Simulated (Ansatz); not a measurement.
# SiPH₅ (singlet): from Hartree-Fock to the top rungs at a displaced geometry (v2), cc-pVDZ

One table from this session's results is given with a row withheld; the runs are named, their logs left out.

Computed with Ansatz 0.2.0, Gaussian basis. Level: cc-pVDZ, core rule «outside noble gas», up to 10 orbitals frozen.

Plan: UHF; CCSD(T) on RHF; BCCD(T) on RHF; CISD; CCSDT(Q) on RHF; CASSCF and MRCISD+Q, 8 electrons in 8 orbitals; CASSCF and NEVPT2, 8 electrons in 8 orbitals.

11 further runs of the same task are left out: 5 that didn't finish, 6 set aside as unsound or not needed. Runs told in other sessions of the task aren't counted.

### The system

The geometry is a PBE0/def2-TZVP stationary point (not a proven minimum) with its atoms shifted at random (size 0.100 Å).

7 atoms, charge 0, spin multiplicity 1.

Atoms are counted from 1 here; the program's logs count them from 0.

Bond lengths: Si1–P2 2.241 Å, Si1–H3 1.468 Å, Si1–H4 1.428 Å, Si1–H5 1.566 Å, P2–H6 1.379 Å, P2–H7 1.307 Å. Angles: P2–Si1–H3 110.7°, P2–Si1–H4 111.8°, P2–Si1–H5 105.5°, H3–Si1–H4 109.5°, H3–Si1–H5 104.6°, H4–Si1–H5 114.5°, Si1–P2–H6 99.6°, Si1–P2–H7 99.3°, H6–P2–H7 99.0°.

The first run:

File in.yaml:

```yaml
crystal:
  periodic: [false, false, false]
  atoms:
    - {symbol: Si, position_ang: [0.049652, 0.002053, 1.136574]}
    - {symbol: P, position_ang: [0.010207, 0.010427, -1.104132]}
    - {symbol: H, position_ang: [0.665812, -1.231112, 1.640470]}
    - {symbol: H, position_ang: [0.748921, 1.131849, 1.658685]}
    - {symbol: H, position_ang: [-1.449033, -0.096400, 1.581501]}
    - {symbol: H, position_ang: [-0.762391, -1.110692, -1.325388]}
    - {symbol: H, position_ang: [-0.900466, 0.928728, -1.295330]}
basis:
  gaussian: {orbitals: cc-pVDZ}
magnetization: {spin_polarized: true, initial_magnetization: 0}
hamiltonian: {xc: hf}
output: {orbitals: {seedname: orbitals}}
```

Command:

```bash
$ ansatz run in.yaml --threads 1 --pin off --events-out ev --progress --plain --max-ram 2393MiB
```

Steps of the session up to this table: UHF; CCSD(T) on RHF; BCCD(T) on RHF; CISD; CCSDT(Q) on RHF; CASSCF and MRCISD+Q, 8 electrons in 8 orbitals; CASSCF and NEVPT2, 8 electrons in 8 orbitals.

One of the session's tables, all rows but one given; the rest of the session is left out.

| method | from RCCSDT(Q) (meV) |
| --- | --- |
| RHF | +7809.2 |
| RMP2 | +1510.3 |
| CISD | +967.0 |
| RCCSD | +226.6 |
| RCCSD(T) | ? |
| BCCD(T) | +37.9 |
| RCCSDT | +9.5 |
| RCCSDT(Q) | 0 |
| CASSCF frontier | +6283.2 |
| NEVPT2 frontier | +1553.1 |
| MRCISD frontier | +635.1 |
| MRCISD+Q frontier | +51.8 |

**Question.** Estimate the row for RCCSD(T).

The run gave: from RCCSDT(Q) (meV): +38.8. In the column «from RCCSDT(Q) (meV)» it lies between BCCD(T) (+37.9) and MRCISD+Q frontier (+51.8).
